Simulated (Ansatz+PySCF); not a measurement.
Results of a calculation; reference values are marked as such.
# Several solutions for singlet C₂H₄

```yaml
atoms:
  - { symbol: C, position_ang: [0.0000, 0.0000, -0.6653] }
  - { symbol: C, position_ang: [0.0000, 0.0000, 0.9980] }
  - { symbol: H, position_ang: [0.0000, -0.9311, -1.2403] }
  - { symbol: H, position_ang: [0.0000, 0.9311, -1.2403] }
  - { symbol: H, position_ang: [0.0000, -0.9311, 1.5730] }
  - { symbol: H, position_ang: [0.0000, 0.9311, 1.5730] }
```

Basis set: STO-3G (spherical functions). Charge 0, multiplicity 1.

PBE0 (unrestricted) was run from several starts with Ansatz (development build ahead of 0.2.0) and PySCF 2.14.0.

| run | program | start | converged | energy (hartree) | <S²> |
| --- | --- | --- | --- | --- | --- |
| A | Ansatz | atomic start, no search | yes | -77.43621 | 0.00 |
| B | Ansatz | stability test followed | yes | -77.44223 | 0.45 |
| C | PySCF | program defaults | yes | -77.43621 | 0.00 |
| D | Ansatz | search for the lowest state | yes | -77.44223 | 0.45 |

Q: Which runs reached the lowest solution of this kind, and what is wrong with the others?

A: B, D reached the lowest solution found. Converged but too high: A by 0.16 eV, C by 0.16 eV. Convergence only shows a stationary point, and even a stable one can lie too high; stability tests and further starts are what find lower ones. Caution: the unrestricted determinant is spin contaminated.
